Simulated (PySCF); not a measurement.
Cartesian coordinates in Å; atom numbers follow the order of the lines, from 1:
```xyz
11

C     1.142    0.636   -0.074
B     0.194   -0.659    0.067
N    -1.349   -0.119    0.258
H     2.186    0.317   -0.220
H     0.894    1.276   -0.942
H     1.144    1.286    0.822
H     0.400   -1.332    1.075
H     0.138   -1.357   -0.944
H    -2.001   -0.898    0.345
H    -1.433    0.461    1.094
H    -1.637    0.446   -0.542
```

Geometry: PBE0-D3(BJ)/def2-SVP; GIAO shifts from PySCF 2.14, gas phase, non-relativistic, averaged over equivalent atoms.

At PBE0/IGLO-III (185 basis functions, 11 s wall time on 1 thread of an Arm Neoverse V1, shared host):
```tsv
atoms	δ (ppm)
C1	4.4
B2	-16.4
N3	44.5
H9/H10/H11	2.47
H7/H8	2.39
H4/H5/H6	-0.15
```

Referencing at the same level of theory: 13C (183.78 ppm), 1H (31.37 ppm) vs TMS; 11B (99.94 ppm) vs BF3·OEt2; 15N (260.55 ppm) vs NH3.

Estimate the result of repeating the calculation with B97-2/pcSseg-2.

## Answers


```
     atoms  δ at B97-2/pcSseg-2  change
        C1                  5.2    +0.8
        B2                -15.8    +0.6
        N3                 44.9    +0.4
H9/H10/H11                 2.59   +0.12
     H7/H8                 2.29   -0.10
  H4/H5/H6                -0.12   +0.03
```

Shifts are taken against calculated references (same method and geometry level): 13C (183.46 ppm), 1H (31.36 ppm) vs TMS; 11B (100.12 ppm) against BF3·OEt2; 15N (259.60 ppm) vs NH3.

The largest change is at C1 (methyl carbon bonded to B). Cost: 220 basis functions, 13 s wall time on 1 thread of an Arm Neoverse V1, shared host.

A carbon bonded to boron is broadened by the quadrupolar boron nucleus and is often missing from a measured spectrum. Experimental scales use liquid or dissolved standards, which lie at an offset from isolated NH3 (liquid NH3: subtract about 20 ppm).
